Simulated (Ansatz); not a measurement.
## Rock-salt SnTe (cubic form, which distorts at low temperature)

The numbers are results of r²SCAN-D4 in Ansatz (plane waves, PAW), not measurements.

Numerical settings: plane-wave cutoff 500 eV, 12×12×12 k mesh, Fermi–Dirac smearing 0.05 eV, scalar-relativistic PAW data made under PBE.

Cell (relaxed at this level):

```yaml
crystal:
  lattice:
    - [0.00000, 3.16961, 3.16961]
    - [3.16961, 0.00000, 3.16961]
    - [3.16961, 3.16961, 0.00000]
  atoms:
    - { symbol: Sn, position: [0.00000, 0.00000, 0.00000] }
    - { symbol: Te, position: [0.50000, 0.50000, 0.50000] }
```

| Quantity | Result |
|---|---|
| band gap | 0.09 eV (under three smearing widths, so not firm) |

Measured, for comparison: band gap 0.3 eV (4 K, zero-point motion not removed, bulk gap, ARPES or transport; rounded; as tabulated in Ando (2013), arXiv:1304.5693).

Note: symmetry holds this phase in the static calculation, where it need not be a minimum.

Spin–orbit coupling is not included; with these elements it can move the gap by several tenths of an eV or more.

The computed numbers hold no vibrational or temperature effects.

The result took about 50 core-seconds (a rough figure).

Ansatz is a quantum-chemistry and plane-wave program.
